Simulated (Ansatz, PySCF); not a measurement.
Wanted: the gas-phase enthalpy of formation of c1ccsc1 at 298 K. Reaction (SMILES): c1ccsc1 [thiophene] + 4 C (CH4) + S (H2S) -> 2 C=C (C2H4) [ethene] + CC (C2H6) [ethane] + 2 CS (CH4S) [methanethiol]; bond separation energy.

Geometries: B3LYP-D3(BJ)/def2-TZVP minima from Ansatz (a first-principles code). Cores are frozen in the correlated levels unless marked. UHF or UKS for open shells. Spin-orbit coupling is left out. Non-relativistic. CBS(X,Y): correlation extrapolated as X^-3; Hartree-Fock from the larger set. The bracket is a focal-point correction in the basis named. Unstable Hartree-Fock reference: c1ccsc1. Thermal terms are rigid-rotor harmonic-oscillator values from B3LYP-D3(BJ) frequencies (PySCF) at 298.15 K and 1 atm. 1 Eh = 627.5095 kcal/mol. PBE is always shown; the other two functionals were drawn at random. The atomisation route leaves out scalar relativity and anharmonic zero-point terms, the atoms' spin-orbit terms, and in the frozen-core level the core correlation. Atomic data: G2/97 table in ASE.

Tabulated enthalpies of formation of the partners: C (CH4) -17.8 kcal/mol, ATcT 1.112; C=C (C2H4) 12.6 kcal/mol, ATcT 1.112; CC (C2H6) -20.0 kcal/mol, ATcT 1.112; CS (CH4S) -5.5 kcal/mol, G2/97 table; S (H2S) -4.9 kcal/mol, G2/97 table. G2/97 and CRC values are older and not checked against later work.

```csv
level,computed ΔH of the reaction (kcal/mol),ΔHf by atomisation and measured atoms (kcal/mol)
PBE/def2-TZVPD (Ansatz),46.1,-5.6
B3LYP-D3(BJ)/def2-TZVPD (Ansatz + dftd3),41.9,27.8
wB97M-V/def2-TZVPD (Ansatz),41.5,24.8
"RI-MP2/CBS(cc-pV(T+d)Z,cc-pV(Q+d)Z)+[CCSD(T)-MP2]/cc-pV(T+d)Z (Ansatz)",42.3,29.7
```

Derive ΔHf from the reaction at each level, and compare how far the levels part by the two routes.


The partners sum to 70.3 kcal/mol (products minus other reactants), so ΔHf = (70.3 - ΔH):
- PBE/def2-TZVPD: 24.2; errors -3.3 by the reaction, -33.1 by atomisation
- B3LYP-D3(BJ)/def2-TZVPD: 28.4; errors +0.9 by the reaction, +0.3 by atomisation
- wB97M-V/def2-TZVPD: 28.8; errors +1.3 by the reaction, -2.7 by atomisation
- RI-MP2/CBS(cc-pV(T+d)Z,cc-pV(Q+d)Z)+[CCSD(T)-MP2]/cc-pV(T+d)Z: 28.0; errors +0.5 by the reaction, +2.2 by atomisation
All levels span 4.6 kcal/mol by the reaction and 35.3 by atomisation; without PBE they span 0.8 and 4.9. The errors are against the measured 27.5 kcal/mol (G2/97 table).
